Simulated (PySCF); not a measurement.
# 1-Chloro-2,2-difluoroethylene (C₂HClF₂): NMR shifts, electronic excitations and K edges in gas and solvents

Aim: compute the NMR shifts, electronic excitations and K edges of 1-Chloro-2,2-difluoroethylene (C₂HClF₂) (`FC(F)=CCl`), and see what a dielectric continuum does where one was used.

Programs: PySCF 2.14.0, with density-fitted response routines of our own. Each step states its level of theory. These are calculated values for one molecule, in the gas phase or a continuum, unless marked as measured. Atoms are numbered from 0 throughout.

## 1. Starting geometry

6 atoms, charge 0, multiplicity 1; geometry from: GFN2-xTB.

Bonds of the start (Å): F0–C1 1.32, C1–F2 1.33, C1–C3 1.32, C3–Cl4 1.71, C3–H5 1.08.

## 2. Geometry optimisation at PBE0-D3(BJ)/def2-SVP

What the job is given:

```
{"job": {"xc": "PBE0", "basis": "def2-SVP", "d3": "d3bj", "grid": 1, "kind": "geom"}, "charge": 0, "multiplicity": 1}
F     -1.050895     1.243467     0.627063
C     -0.628764     0.076337     0.176750
F     -1.624368    -0.800651     0.169427
C      0.597964    -0.221729    -0.219364
Cl     1.875446     0.917289    -0.205924
H      0.833740    -1.212722    -0.569526
```

The program printed:

```text
step   0  E = -735.87659400  max force = 0.027557
step   1  E = -735.87376723  max force = 0.016018
step   2  E = -735.87575082  max force = 0.016247
step   3  E = -735.87706855  max force = 0.008151
step   4  E = -735.87709386  max force = 0.007194
step   5  E = -735.87731310  max force = 0.003169
step   6  E = -735.87734385  max force = 0.000290
step   7  E = -735.87734859  max force = 0.000337
optimisation converged
```

Wall time 20 s (1 thread, shared host).

Relaxation path: (the energy doesn't fall at every step)

```tsv
step	energy from step 0 (eV)	largest force component (eV/Å)
0	0.0000	1.4170
1	0.0769	0.8237
2	0.0229	0.8355
3	-0.0129	0.4191
4	-0.0136	0.3699
5	-0.0196	0.1630
6	-0.0204	0.0149
7	-0.0205	0.0173
```

Distances of close pairs at the start and the end, largest changes first:

```tsv
bond	before (Å)	after (Å)	change (Å)
C1–F2	1.327	1.309	-0.018
F0–C1	1.320	1.303	-0.017
C3–H5	1.077	1.089	+0.012
C1–C3	1.323	1.331	+0.008
C3–Cl4	1.712	1.714	+0.002
```

The end geometry stands in the next job.

```tsv
at the end point	value
point group (found at 0.08 Å tolerance)	Cs
rotational constants (GHz, main isotopes)	10.778, 2.286, 1.886
dipole moment (D)	0.96
```

## 3. Nuclear shieldings: PBE0/pcSseg-1 in acetonitrile

What the job is given:

```
{"job": {"kind": "nmr", "xc": "PBE0", "basis": "pcSseg-1", "solvent": "acetonitrile", "pop": true}, "charge": 0, "multiplicity": 1}
F     -0.572793     1.520865     0.579349
C     -0.569379     0.267881     0.221398
F     -1.748257    -0.279483     0.375594
C      0.484500    -0.397610    -0.244743
Cl     2.019519     0.337991    -0.443115
H      0.389011    -1.448678    -0.514418
```

With the program's defaults for keys left out, this is: GIAO PBE0/pcSseg-1 NMR shielding, non-relativistic, IEF-PCM acetonitrile.

The program printed:

```text
coarse grid: 6592 points
cycle   1  E = -736.0853673054  dE =  8.250e-01  |g| = 5.983e-01  |ddm| = 2.342e+00
cycle   2  E = -736.0288790719  dE =  5.649e-02  |g| = 8.457e-01  |ddm| = 7.854e-01
cycle   3  E = -736.1484007557  dE = -1.195e-01  |g| = 3.744e-02  |ddm| = 4.597e-01
cycle   4  E = -736.1486141752  dE = -2.134e-04  |g| = 1.937e-02  |ddm| = 4.229e-02
cycle   5  E = -736.1486922552  dE = -7.808e-05  |g| = 7.490e-03  |ddm| = 1.866e-02
cycle   6  E = -736.1487038919  dE = -1.164e-05  |g| = 1.215e-03  |ddm| = 5.520e-03
cycle   7  E = -736.1487041710  dE = -2.791e-07  |g| = 3.118e-04  |ddm| = 1.411e-03
final grid: 62744 points
cycle   8  E = -736.1885225263  dE = -2.249e-05  |g| = 4.377e-03  |ddm| = 1.394e-02
cycle   9  E = -736.1885205093  dE =  2.017e-06  |g| = 5.369e-03  |ddm| = 5.967e-03
cycle  10  E = -736.1885257349  dE = -5.226e-06  |g| = 8.828e-04  |ddm| = 3.566e-03
cycle  11  E = -736.1885258461  dE = -1.113e-07  |g| = 1.693e-04  |ddm| = 7.002e-04
cycle  12  E = -736.1885258516  dE = -5.448e-09  |g| = 6.708e-05  |ddm| = 1.584e-04
cycle  13  E = -736.1885258526  dE = -9.791e-10  |g| = 1.232e-05  |ddm| = 5.241e-05
converged SCF energy = -736.1885258526

GIAO shielding tensors (ppm)
atom      isotropic    diamagn.    paramagn.     s11        s22        s33       span
  0 F      261.807     471.891    -210.083    204.543    289.849    291.030     86.487
  1 C       16.405     247.423    -231.018    -76.664     53.602     72.277    148.941
  2 F      266.035     472.068    -206.033    222.165    261.959    313.981     91.816
  3 C       97.861     254.608    -156.748     47.834    109.446    136.303     88.469
  4 Cl     862.953    1145.415    -282.462    741.065    852.922    994.872    253.807
  5 H       25.807      28.270      -2.463     20.712     26.197     30.511      9.799
```

Run time: 7.6 s. Hardware: 1 thread, shared host.

The references, computed at this level on geometries of the same kind, shield at (ppm): 1H TMS 31.24, 13C TMS 185.5, 19F CFCl3 180.5. Their shielding less the atom's gives the shift. The references are single molecules in the same continuum, so shifts against H2O, NH3, PH3, H3PO4 or CFCl3 are not on the usual liquid scales and can be off by tens of ppm.

```tsv
atoms	environment	σ (ppm)	δ (ppm)
C1	fully substituted alkene carbon	16.4	169.1
C3	alkene CH	97.9	87.6
H5	hydrogen on an alkene CH	25.81	5.43
F0	vinylic fluorine	261.8	-81.3
F2	vinylic fluorine	266.0	-85.5
Cl4	chlorine bonded to C	863	–
```

Charges from the same density, by scheme (e):

```tsv
atoms	Mulliken	IAO	Hirshfeld	ESP fit
F0	-0.22	-0.23	-0.06	-0.15
C1	0.60	0.56	0.17	0.55
F2	-0.23	-0.23	-0.06	-0.17
C3	-0.28	-0.30	-0.09	-0.50
Cl4	-0.08	-0.01	-0.04	-0.02
```

Mayer bond orders: F0–C1 1.06, C1–F2 1.03, C1–C3 1.76, C3–Cl4 1.02.

## 4. Shielding tensors: PBE0/pcSseg-1 in cyclohexane

What the job is given:

```
{"job": {"kind": "nmr", "xc": "PBE0", "basis": "pcSseg-1", "solvent": "cyclohexane", "pop": false}, "charge": 0, "multiplicity": 1}
F     -0.572793     1.520865     0.579349
C     -0.569379     0.267881     0.221398
F     -1.748257    -0.279483     0.375594
C      0.484500    -0.397610    -0.244743
Cl     2.019519     0.337991    -0.443115
H      0.389011    -1.448678    -0.514418
```

Level: GIAO PBE0/pcSseg-1 NMR shielding, non-relativistic, IEF-PCM cyclohexane.

The program printed:

```text
coarse grid: 6592 points
cycle   1  E = -736.0819255908  dE =  8.283e-01  |g| = 6.055e-01  |ddm| = 2.342e+00
cycle   2  E = -736.0189760018  dE =  6.295e-02  |g| = 8.694e-01  |ddm| = 8.348e-01
cycle   3  E = -736.1466590161  dE = -1.277e-01  |g| = 3.970e-02  |ddm| = 4.971e-01
cycle   4  E = -736.1468766678  dE = -2.177e-04  |g| = 2.450e-02  |ddm| = 5.192e-02
cycle   5  E = -736.1470085420  dE = -1.319e-04  |g| = 7.510e-03  |ddm| = 2.304e-02
cycle   6  E = -736.1470200487  dE = -1.151e-05  |g| = 8.760e-04  |ddm| = 5.260e-03
cycle   7  E = -736.1470202029  dE = -1.542e-07  |g| = 2.610e-04  |ddm| = 1.145e-03
final grid: 62744 points
cycle   8  E = -736.1868467673  dE = -2.246e-05  |g| = 4.417e-03  |ddm| = 1.399e-02
cycle   9  E = -736.1868444589  dE =  2.308e-06  |g| = 5.522e-03  |ddm| = 6.117e-03
cycle  10  E = -736.1868500812  dE = -5.622e-06  |g| = 9.306e-04  |ddm| = 3.794e-03
cycle  11  E = -736.1868502089  dE = -1.277e-07  |g| = 2.047e-04  |ddm| = 7.882e-04
cycle  12  E = -736.1868502175  dE = -8.548e-09  |g| = 7.211e-05  |ddm| = 1.971e-04
cycle  13  E = -736.1868502186  dE = -1.154e-09  |g| = 1.232e-05  |ddm| = 5.687e-05
cycle  14  E = -736.1868502187  dE = -3.627e-11  |g| = 3.007e-06  |ddm| = 1.178e-05
converged SCF energy = -736.1868502187

GIAO shielding tensors (ppm)
atom      isotropic    diamagn.    paramagn.     s11        s22        s33       span
  0 F      259.947     471.716    -211.769    202.387    287.590    289.866     87.479
  1 C       16.413     247.482    -231.068    -76.374     53.728     71.887    148.261
  2 F      265.113     472.037    -206.924    220.472    261.612    313.257     92.784
  3 C       97.919     254.580    -156.661     47.816    110.036    135.906     88.090
  4 Cl     857.006    1145.305    -288.300    733.030    847.674    990.313    257.283
  5 H       26.065      28.601      -2.536     21.012     26.480     30.704      9.692
```

It took 5.7 s on 1 thread, shared host.

In short: δ C1 168.4, C3 86.9, F0 -81.4, F2 -86.6, H5 5.19 ppm.

## 5. TDDFT and polarisability: PBE0/def2-SVPD

What the job is given:

```
{"job": {"kind": "uv", "xc": "PBE0", "basis": "def2-SVPD", "dynamic": true, "nstates": 6, "ntriplets": 0}, "charge": 0, "multiplicity": 1}
F     -0.572793     1.520865     0.579349
C     -0.569379     0.267881     0.221398
F     -1.748257    -0.279483     0.375594
C      0.484500    -0.397610    -0.244743
Cl     2.019519     0.337991    -0.443115
H      0.389011    -1.448678    -0.514418
```

Level: TDDFT PBE0/def2-SVPD, vertical, gas phase, core orbitals frozen in the response.

The program printed:

```text
coarse grid: 6592 points
cycle   1  E = -735.7577720051  dE =  7.983e-01  |g| = 5.682e-01  |ddm| = 3.452e+00
cycle   2  E = -735.6949417535  dE =  6.283e-02  |g| = 8.193e-01  |ddm| = 1.386e+00
cycle   3  E = -735.8187497050  dE = -1.238e-01  |g| = 4.432e-02  |ddm| = 7.590e-01
cycle   4  E = -735.8190220847  dE = -2.724e-04  |g| = 3.139e-02  |ddm| = 1.393e-01
cycle   5  E = -735.8192556102  dE = -2.335e-04  |g| = 6.516e-03  |ddm| = 4.980e-02
cycle   6  E = -735.8192642871  dE = -8.677e-06  |g| = 1.121e-03  |ddm| = 9.454e-03
final grid: 62744 points
cycle   7  E = -735.8997228800  dE = -1.453e-05  |g| = 3.853e-03  |ddm| = 4.136e-02
cycle   8  E = -735.8997208968  dE =  1.983e-06  |g| = 5.233e-03  |ddm| = 1.127e-02
cycle   9  E = -735.8997259688  dE = -5.072e-06  |g| = 5.962e-04  |ddm| = 6.167e-03
cycle  10  E = -735.8997260371  dE = -6.826e-08  |g| = 1.498e-04  |ddm| = 8.168e-04
cycle  11  E = -735.8997260417  dE = -4.590e-09  |g| = 5.926e-05  |ddm| = 2.722e-04
cycle  12  E = -735.8997260426  dE = -8.986e-10  |g| = 8.379e-06  |ddm| = 9.504e-05
converged SCF energy = -735.8997260426

Static polarisability (au): isotropic 40.850, principal 29.394 37.871 55.285

Singlet excitations
state   eV       nm        f      main configurations
  1   6.2015    199.9   0.00101   H->L+1 0.95
  2   6.8101    182.1   0.00147   H->L+2 0.96
  3   7.1983    172.2   0.31456   H->L 0.94
  4   7.7070    160.9   0.00013   H->L+3 0.90
  5   7.8174    158.6   0.00014   H-1->L 0.92
  6   8.0341    154.3   0.00758   H-1->L+1 0.95
```

Wall time 9.4 s (1 thread, shared host).

The orbitals next to the gap, with their largest atomic shares:

```tsv
orbital	eV	atoms
HOMO−3	-12.58	F2 32 %, Cl4 24 %, F0 22 %
HOMO−2	-10.81	Cl4 61 %, C3 25 %, C1 6 %
HOMO−1	-9.46	Cl4 81 %, C3 12 %
HOMO	-7.55	Cl4 30 %, C3 29 %, C1 23 %
LUMO	-0.06	C1 34 %, C3 31 %, Cl4 11 %
LUMO+1	0.32	Cl4 57 %, C3 21 %, C1 8 %
LUMO+2	0.59	C1 33 %, Cl4 23 %, C3 19 %
```

With each of the 6 states as a Gaussian band of 0.4 eV half-width at 1/e, the curve within the window shown has maxima at 172 nm (ε 13,000) L/(mol cm). Beyond the last state computed it falls off for lack of states. The curve at chosen wavelengths:

| nm | ε (L/mol/cm) |
| --- | --- |
| 149 | 180 |
| 152 | 313 |
| 155 | 519 |
| 158 | 1098 |
| 161 | 2619 |
| 163 | 4366 |
| 166 | 7827 |
| 169 | 11133 |
| 172 | 12733 |
| 175 | 11941 |
| 178 | 9366 |
| 181 | 6258 |
| 184 | 3627 |
| 186 | 2351 |
| 189 | 1123 |
| 192 | 498 |
| 195 | 219 |
| 198 | 107 |
| 201 | 64 |
| 204 | 45 |
| 207 | 34 |
| 209 | 28 |
| 212 | 20 |
| 215 | 13 |
| 218 | 8 |
| 221 | 5 |

Further results of this job:

```tsv
property	computed
dipole moment (D)	1.04
polarisability (Å³)	6.05
HOMO–LUMO gap (eV)	7.50
−ε(HOMO) (eV)	7.55
C6 with itself (au)	746
```

## 6. Excited states and response: PBE0/def2-SVPD in acetonitrile

What the job is given:

```
{"job": {"kind": "uv", "xc": "PBE0", "basis": "def2-SVPD", "solvent": "acetonitrile", "nstates": 6, "ntriplets": 0}, "charge": 0, "multiplicity": 1}
F     -0.572793     1.520865     0.579349
C     -0.569379     0.267881     0.221398
F     -1.748257    -0.279483     0.375594
C      0.484500    -0.397610    -0.244743
Cl     2.019519     0.337991    -0.443115
H      0.389011    -1.448678    -0.514418
```

Level: TDDFT PBE0/def2-SVPD, vertical, IEF-PCM acetonitrile (non-equilibrium linear response), core orbitals frozen in the response.

The program printed:

```text
coarse grid: 6592 points
cycle   1  E = -735.7634355632  dE =  7.928e-01  |g| = 5.570e-01  |ddm| = 3.448e+00
cycle   2  E = -735.7123862175  dE =  5.105e-02  |g| = 7.785e-01  |ddm| = 1.248e+00
cycle   3  E = -735.8218800706  dE = -1.095e-01  |g| = 3.848e-02  |ddm| = 6.843e-01
cycle   4  E = -735.8221194732  dE = -2.394e-04  |g| = 2.010e-02  |ddm| = 1.237e-01
cycle   5  E = -735.8222111476  dE = -9.167e-05  |g| = 6.986e-03  |ddm| = 4.139e-02
cycle   6  E = -735.8222213687  dE = -1.022e-05  |g| = 1.372e-03  |ddm| = 8.579e-03
cycle   7  E = -735.8222217915  dE = -4.229e-07  |g| = 2.784e-04  |ddm| = 2.351e-03
final grid: 62744 points
cycle   8  E = -735.9026674920  dE = -1.430e-05  |g| = 3.961e-03  |ddm| = 4.062e-02
cycle   9  E = -735.9026649230  dE =  2.569e-06  |g| = 5.531e-03  |ddm| = 1.212e-02
cycle  10  E = -735.9026708302  dE = -5.907e-06  |g| = 5.532e-04  |ddm| = 6.922e-03
cycle  11  E = -735.9026708920  dE = -6.177e-08  |g| = 1.333e-04  |ddm| = 7.484e-04
cycle  12  E = -735.9026708956  dE = -3.628e-09  |g| = 4.908e-05  |ddm| = 2.282e-04
cycle  13  E = -735.9026708962  dE = -5.581e-10  |g| = 8.481e-06  |ddm| = 7.406e-05
converged SCF energy = -735.9026708962

Static polarisability (au): isotropic 52.420, principal 38.290 48.630 70.340

Singlet excitations
state   eV       nm        f      main configurations
  1   6.1782    200.7   0.00108   H->L+1 0.96
  2   6.7982    182.4   0.00123   H->L+2 0.98
  3   7.1596    173.2   0.38894   H->L 0.95
  4   7.8360    158.2   0.00047   H->L+3 0.93
  5   7.9455    156.0   0.00023   H-1->L 0.95
  6   8.0900    153.3   0.01010   H-1->L+1 0.97
```

It took 8.1 s on 1 thread, shared host.

Key values: HOMO -7.43 eV, LUMO 0.12 eV; lowest singlet 6.18 eV.

## 7. Excited states and response: PBE0/def2-SVPD in cyclohexane

What the job is given:

```
{"job": {"kind": "uv", "xc": "PBE0", "basis": "def2-SVPD", "solvent": "cyclohexane", "nstates": 6, "ntriplets": 0}, "charge": 0, "multiplicity": 1}
F     -0.572793     1.520865     0.579349
C     -0.569379     0.267881     0.221398
F     -1.748257    -0.279483     0.375594
C      0.484500    -0.397610    -0.244743
Cl     2.019519     0.337991    -0.443115
H      0.389011    -1.448678    -0.514418
```

Level: TDDFT PBE0/def2-SVPD, vertical, IEF-PCM cyclohexane (non-equilibrium linear response), core orbitals frozen in the response.

The program printed:

```text
coarse grid: 6592 points
cycle   1  E = -735.7601446535  dE =  7.960e-01  |g| = 5.634e-01  |ddm| = 3.450e+00
cycle   2  E = -735.7026940613  dE =  5.745e-02  |g| = 8.016e-01  |ddm| = 1.317e+00
cycle   3  E = -735.8200212914  dE = -1.173e-01  |g| = 4.072e-02  |ddm| = 7.203e-01
cycle   4  E = -735.8202674977  dE = -2.462e-04  |g| = 2.563e-02  |ddm| = 1.303e-01
cycle   5  E = -735.8204216231  dE = -1.541e-04  |g| = 6.693e-03  |ddm| = 4.594e-02
cycle   6  E = -735.8204308542  dE = -9.231e-06  |g| = 9.857e-04  |ddm| = 8.143e-03
final grid: 62744 points
cycle   7  E = -735.9008840130  dE = -1.441e-05  |g| = 3.979e-03  |ddm| = 4.044e-02
cycle   8  E = -735.9008818568  dE =  2.156e-06  |g| = 5.313e-03  |ddm| = 1.315e-02
cycle   9  E = -735.9008875631  dE = -5.706e-06  |g| = 6.434e-04  |ddm| = 7.322e-03
cycle  10  E = -735.9008876394  dE = -7.632e-08  |g| = 1.423e-04  |ddm| = 7.554e-04
cycle  11  E = -735.9008876437  dE = -4.257e-09  |g| = 5.555e-05  |ddm| = 2.680e-04
cycle  12  E = -735.9008876444  dE = -7.569e-10  |g| = 1.256e-05  |ddm| = 9.111e-05
converged SCF energy = -735.9008876444

Static polarisability (au): isotropic 45.087, principal 32.248 41.707 61.305

Singlet excitations
state   eV       nm        f      main configurations
  1   6.1873    200.4   0.00110   H->L+1 0.96
  2   6.7966    182.4   0.00177   H->L+2 0.97
  3   7.0949    174.8   0.39047   H->L 0.95
  4   7.7582    159.8   0.00030   H->L+3 0.91
  5   7.8655    157.6   0.00020   H-1->L 0.93
  6   8.0480    154.1   0.00948   H-1->L+1 0.96
```

Wall time 7.5 s (1 thread, shared host).

In short: HOMO -7.49 eV, LUMO 0.03 eV; lowest singlet 6.19 eV.

## 8. K-edge absorption: BHandHLYP/def2-SVPD+aug-pcX-1+pcseg-1

What the job is given:

```
{"job": {"kind": "xas", "xc": "BHandHLYP", "basis": {"default": "aug-pcX-1", "H": "pcseg-1", "Cl": "def2-SVPD"}}, "charge": 0, "multiplicity": 1}
F     -0.572793     1.520865     0.579349
C     -0.569379     0.267881     0.221398
F     -1.748257    -0.279483     0.375594
C      0.484500    -0.397610    -0.244743
Cl     2.019519     0.337991    -0.443115
H      0.389011    -1.448678    -0.514418
```

Level: core-valence-separated TDA BHandHLYP/aug-pcX-1 H:pcseg-1 Cl:def2-SVPD, K edges, non-relativistic, gas phase.

The program printed:

```text
coarse grid: 6592 points
cycle   1  E = -736.2397784186  dE =  8.715e-01  |g| = 6.477e-01  |ddm| = 3.205e+00
cycle   2  E = -736.2341988627  dE =  5.580e-03  |g| = 7.166e-01  |ddm| = 9.936e-01
cycle   3  E = -736.3184867491  dE = -8.429e-02  |g| = 4.231e-02  |ddm| = 4.983e-01
cycle   4  E = -736.3187935465  dE = -3.068e-04  |g| = 1.612e-02  |ddm| = 5.530e-02
cycle   5  E = -736.3188433850  dE = -4.984e-05  |g| = 4.782e-03  |ddm| = 1.952e-02
cycle   6  E = -736.3188485947  dE = -5.210e-06  |g| = 1.002e-03  |ddm| = 7.016e-03
final grid: 62744 points
cycle   7  E = -736.3610207383  dE = -5.868e-05  |g| = 2.982e-03  |ddm| = 2.138e-02
cycle   8  E = -736.3610203787  dE =  3.595e-07  |g| = 2.890e-03  |ddm| = 4.211e-03
cycle   9  E = -736.3610218442  dE = -1.465e-06  |g| = 4.214e-04  |ddm| = 2.395e-03
cycle  10  E = -736.3610218766  dE = -3.237e-08  |g| = 8.595e-05  |ddm| = 4.059e-04
cycle  11  E = -736.3610218783  dE = -1.665e-09  |g| = 2.615e-05  |ddm| = 1.051e-04
cycle  12  E = -736.3610218784  dE = -1.653e-10  |g| = 8.098e-06  |ddm| = 3.338e-05
converged SCF energy = -736.3610218784

C K edge
   eV          f      from atoms
  284.697   0.05552   C3
  285.540   0.05183   C3
  287.115   0.08204   C1
  287.508   0.01365   C3
  288.597   0.01109   C3
  289.341   0.00586   C3
  289.379   0.00526   C3
  289.977   0.05450   C1
  290.016   0.00048   C3
  290.582   0.00006   C3
  290.639   0.01741   C1
  290.660   0.00145   C3

F K edge
   eV          f      from atoms
  686.853   0.01271   F0
  686.934   0.02466   F2
  686.981   0.01143   F2
  687.156   0.02261   F0
  688.467   0.01264   F2
  688.596   0.01126   F0
  689.049   0.01009   F2
  689.257   0.01031   F0
  689.499   0.00448   F2
  689.671   0.00275   F2
  689.755   0.00208   F0
  689.800   0.00719   F0
```

Wall time 8.5 s (1 thread, shared host).

## 9. Side by side: NMR shifts

Shifts (ppm), with basis size and wall time:

```tsv
run	C1	C3	H5	F0	F2	functions	time
PBE0/pcSseg-1 in acetonitrile	169.1	87.6	5.43	-81.3	-85.5	97	7.6 s
PBE0/pcSseg-1 in cyclohexane	168.4	86.9	5.19	-81.4	-86.6	97	5.7 s
```

The continuum's effect on the ground state:

```tsv
solvent	ε	polarisation energy (Eh)	μ (D)
cyclohexane	2.02	-0.0012	1.13
acetonitrile	35.69	-0.0031	1.31
```

## 10. Comparing the runs: electronic excitations

Excitations and ground-state properties, with basis size and wall time:

```tsv
run	lowest singlet (eV)	brightest (eV)	f	gap (eV)	α (Å³)	μ (D)	functions	time
PBE0/def2-SVPD	6.20	7.20	0.315	7.50	6.05	1.04	121	9.4 s
PBE0/def2-SVPD in acetonitrile	6.18	7.16	0.389	7.55	7.77	1.40	121	8.1 s
PBE0/def2-SVPD in cyclohexane	6.19	7.09	0.390	7.52	6.68	1.17	121	7.5 s
```

The continuum's effect on the ground state:

```tsv
solvent	ε	polarisation energy (Eh)	μ (D)
cyclohexane	2.02	-0.0012	1.17
acetonitrile	35.69	-0.0034	1.40
```

## 11. Outcome

```
                                              quantity                                                  value
                                           point group                                                     Cs
                  rotational constants (main isotopes)                                  10.78, 2.29, 1.89 GHz
  13C shifts against TMS (PBE0/pcSseg-1, acetonitrile)                                        169.1, 87.6 ppm
   1H shifts against TMS (PBE0/pcSseg-1, acetonitrile)                                               5.43 ppm
19F shifts against CFCl3 (PBE0/pcSseg-1, acetonitrile)                                       -81.3, -85.5 ppm
        shieldings of Cl (PBE0/pcSseg-1, acetonitrile)                                          Cl4 863.0 ppm
                       lowest singlet (PBE0/def2-SVPD)                            6.20 eV (200 nm), f = 0.001
              brightest single state of those computed                            state 3, 7.20 eV, f = 0.315
                                              C K edge  first line 284.70 eV, strongest 287.12 eV (f = 0.082)
                                              F K edge  first line 686.85 eV, strongest 686.93 eV (f = 0.025)
                              range of the shift of F2                                     -86.6 to -85.5 ppm
                           range of the lowest singlet                                        6.18 to 6.20 eV
```

**Reading.** Over 7 steps the energy fell by 0.021 eV; of the close pairs, C1–F2 changed most, 1.327 to 1.309 Å. At PBE0/pcSseg-1: Shielding is most anisotropic at Cl4 (span 254 ppm, paramagnetic term -282 ppm). The lowest singlet, at 6.20 eV, is HOMO→LUMO+1 0.95 and is weak; of the 6 states computed, the strongest absorption comes from state 3 at 7.20 eV. At the C edge the strongest single line lifts a 1s electron of C1 into LUMO+2 (weight 0.89), 2.4 eV above the first line. At the F edge the strongest single line lifts a 1s electron of F2 into several orbitals, led by LUMO (weight 0.26), 0.1 eV above the first line. Absolute edge energies from this method are off by several eV; spacings are better. Among the atoms with a shift in every run: In ppm, F2 moves most: its shift spreads over 1.0 ppm, from -86.6 (PBE0/pcSseg-1 in cyclohexane) to -85.5 (PBE0/pcSseg-1 in acetonitrile). The continuum holds electrostatics alone: no hydrogen bonds to the solvent, and the gas-phase geometry is kept. The lowest singlet runs from 6.18 eV (PBE0/def2-SVPD in acetonitrile) to 6.20 eV (PBE0/def2-SVPD), while the orbital gap spans 7.50 to 7.55 eV. The lowest state need not be the same one in every run.
